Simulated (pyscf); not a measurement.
Structures and frequencies: ωB97X-D3(BJ)/def2-SVP in PySCF. Correlated levels are frozen-core, on RHF or UHF. ΔMP2 is the change of the MP2 total energy from the triple- to the quadruple-zeta basis.

### Question
For the elementary gas-phase step `[NH][NH2]` [doublet] + `[H]` [doublet] → `[NH2]` [doublet] + `[NH2]` [doublet] (triplet surface; N–N broken, H–N formed), what barrier and reaction energy does CCSD(T)/def2-TZVPP + ΔMP2(QZVPP) give, measured from the separated reactants?

### Answer
ΔE‡ = 82.5 kJ/mol, ΔE = -74.5 kJ/mol. Zero-point energy shifts the barrier by +4.3 kJ/mol. It is a substitution at N, with an imaginary mode of 1549i cm⁻¹. Abstraction by the radical was not located in this set and often lies lower. •HN–NH₂ + H• also meet on a surface of lower spin, which isn't treated here. NH₂• + NH₂• also meet on a surface of lower spin, which isn't treated here. This is the saddle that the search found; another between the same sides may lie lower. The angle at the attacked N is 158°. The CCSD(T) − MP2 part came from Ansatz, without density fitting, on the same reference.
